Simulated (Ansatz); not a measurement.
Geometry optimisation, Ansatz, RHF/cc-pVDZ.

The input (input.yaml):

```yaml
crystal:
  periodic: [false, false, false]
  atoms:
    - { symbol: C, position_ang: [-0.9138, 0.2803, -0.5067] }
    - { symbol: C, position_ang: [0.2245, 0.1695, 0.0678] }
    - { symbol: S, position_ang: [1.20254, 1.55847, 0.25484] }
    - { symbol: H, position_ang: [-1.5722, -0.4953, -0.6649] }
    - { symbol: H, position_ang: [-1.2795, 1.2923, -0.8913] }
    - { symbol: H, position_ang: [0.57646, -0.80177, 0.4539] }
    - { symbol: H, position_ang: [2.27387, 0.96098, 0.93245] }
basis:
  gaussian: { orbitals: cc-pVDZ }
hamiltonian:
  xc: hf
relax:
  f_tol: 0.015
  max_steps: 40
```

Launched with:

```bash
$ ansatz run input.yaml --threads 1 --pin off --max-ram 2048MiB --backend cpu --events-out ev --progress --plain --runs-dir out
```

Task: Where does it end, and by what steps?

Result: It converged. After 11 steps the energy has fallen by 0.365 eV; H7 moved furthest, 0.39 Å.

```tsv
step	energy less start (eV)	largest force component (eV/Å)	accepted
0	0.0000	3.488	yes
1	-0.3094	0.991	yes
2	-0.3299	0.663	yes
3	-0.3524	0.127	yes
4	-0.3529	0.102	yes
5	-0.3541	0.050	yes
6	-0.3567	0.121	yes
7	-0.3057	1.395	no
8	-0.3621	0.068	yes
9	-0.3650	0.047	yes
10	-0.3655	0.015	yes
11	-0.3655	0.009	yes
```

```xyz
7
Properties=species:S:1:pos:R:3
C -0.952 0.320 -0.488
C 0.270 0.143 -0.020
S 1.474 1.453 0.045
H -1.627 -0.521 -0.587
H -1.315 1.293 -0.794
H 0.618 -0.836 0.284
H 2.044 1.111 1.207
```

Whether the end is a true minimum wasn't checked by a vibrational analysis.

Time of the run: 10 s on 1 thread of Intel(R) Xeon(R) Platinum 8375C CPU @ 2.90GHz (Ice Lake), with other jobs on the host, peak memory 0.13 GiB.
